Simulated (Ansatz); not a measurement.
## HGe–AsH, doublet: reading a ladder of total energies

Geometry: a PBE0/def2-TZVP stationary point for this spin, not checked as a minimum.

```
atom   x (Å)    y (Å)    z (Å)
  Ge  0.0000  -0.0515   1.2523
  As  0.0000   0.0490  -1.2133
   H  0.0000   1.5453   1.3047
   H  0.0000  -1.4745  -1.3648
```

Basis cc-pVDZ; Ansatz 0.2.0. Correlated methods freeze the noble-gas cores and the filled d shells of p-block atoms, which leaves 11 electrons in 36 orbitals. Prefix R: restricted or restricted open-shell reference; prefix U: unrestricted. No spin–orbit coupling is included, and no scalar relativity.

Full CI isn't at hand for all of this; UCCSDT(Q) serves as the reference, and is uncertain by about the last step of the cluster series.

The cluster runs stand on a determinant 0.03 eV above the lowest UHF solution, chosen by trial CCSD; the correlation energy below is counted from it.

Runs differ by some tens of microhartree through their thresholds and, for an open shell, their frozen cores, so steps under 0.03 kcal/mol mean nothing.

```csv
level,total energy (hartree)
UHF determinant under the cluster runs,-4310.630930
UMP2,-4310.795547
UCCSD,-4310.834222
UCCSD(T),-4310.840311
UCCSDT,-4310.841537
UCCSDT(Q),-4310.841922
```

Task: What is the correlation energy at UCCSDT(Q), and what share of it do UMP2 and UCCSDT recover?

Result: E(corr) = -4310.841922 − (-4310.630930) = -0.210992 hartree = -5.741 eV. UMP2: -0.164617 / -0.210992 = 78.02 %. UCCSDT: -0.210607 / -0.210992 = 99.82 %.

Task: By how many kcal/mol does UCCSD(T) miss UCCSDT(Q) (1 hartree = 627.509 kcal/mol), and which steps make up the rest?

Result: -4310.840311 − (-4310.841922) = 0.001611 hartree = 1.01 kcal/mol. Steps: UCCSDT − UCCSD(T) = -0.77, UCCSDT(Q) − UCCSDT = -0.24 kcal/mol. Differences between like states or geometries often cancel part of this.
